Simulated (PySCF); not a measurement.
# `C=C(C)C1CC1`, C6H10

Molfile (atoms numbered from 1):
```
C6H10
     RDKit          3D

 16 16  0  0  0  0  0  0  0  0999 V2000
   -0.7963    1.3284   -0.7520 C   0  0  0  0  0  0  0  0  0  0  0  0
   -0.7066    0.1126   -0.1969 C   0  0  0  0  0  0  0  0  0  0  0  0
   -1.9050   -0.7785   -0.0583 C   0  0  0  0  0  0  0  0  0  0  0  0
    0.5679   -0.4607    0.3284 C   0  0  0  0  0  0  0  0  0  0  0  0
    1.8917   -0.1717   -0.3340 C   0  0  0  0  0  0  0  0  0  0  0  0
    1.5977    0.4076    1.0076 C   0  0  0  0  0  0  0  0  0  0  0  0
   -1.7510    1.7091   -1.1225 H   0  0  0  0  0  0  0  0  0  0  0  0
    0.0704    1.9872   -0.8584 H   0  0  0  0  0  0  0  0  0  0  0  0
   -2.0834   -1.0315    1.0005 H   0  0  0  0  0  0  0  0  0  0  0  0
   -1.7448   -1.7338   -0.5862 H   0  0  0  0  0  0  0  0  0  0  0  0
   -2.8140   -0.3101   -0.4597 H   0  0  0  0  0  0  0  0  0  0  0  0
    0.4606   -1.4687    0.7402 H   0  0  0  0  0  0  0  0  0  0  0  0
    2.6177   -0.9858   -0.4062 H   0  0  0  0  0  0  0  0  0  0  0  0
    1.8680    0.4917   -1.2028 H   0  0  0  0  0  0  0  0  0  0  0  0
    1.3679    1.4746    1.0734 H   0  0  0  0  0  0  0  0  0  0  0  0
    2.1169    0.0017    1.8799 H   0  0  0  0  0  0  0  0  0  0  0  0
  1  2  2  0
  2  3  1  0
  2  4  1  0
  4  5  1  0
  5  6  1  0
  6  4  1  0
  1  7  1  0
  1  8  1  0
  3  9  1  0
  3 10  1  0
  3 11  1  0
  4 12  1  0
  5 13  1  0
  5 14  1  0
  6 15  1  0
  6 16  1  0
M  END
```

Level of theory: TDDFT CAM-B3LYP/def2-TZVPD excited states, vertical, gas phase (PySCF 2.14.0). Geometry: PBE0-D3(BJ)/def2-SVP.

How strongly do the lowest singlets absorb one photon, and two photons of half the energy?

δ for parallel linear polarisation; σ at the peak of a Lorentzian of half width 0.1 eV, single beam; Ω is circular over linear.
```
state  E (eV)      f  photon λ (nm)  δ (au)  σ (GM)     Ω                                main
   S1    6.26  0.017            396    67.4    0.97  1.50    HOMO→LUMO 0.84, HOMO→LUMO+3 0.10
   S2    6.41  0.256            387    95.4    1.44  0.15                    HOMO→LUMO+1 0.94
   S3    6.71  0.015            370    11.5    0.19  1.50  HOMO→LUMO+3 0.59, HOMO→LUMO+2 0.28
   S4    6.91  0.003            359    64.2    1.12  1.50  HOMO→LUMO+2 0.62, HOMO→LUMO+3 0.26
   S5    7.09  0.047            350     125    2.29  0.35                    HOMO→LUMO+4 0.92
   S6    7.49  0.000            331    41.3    0.85  1.50  HOMO→LUMO+5 0.56, HOMO→LUMO+6 0.37
```

Among these, the strongest one-photon state is S2, the strongest two-photon state S5, with a dipole change of 6.7 D (relaxed, norm of the difference vector).
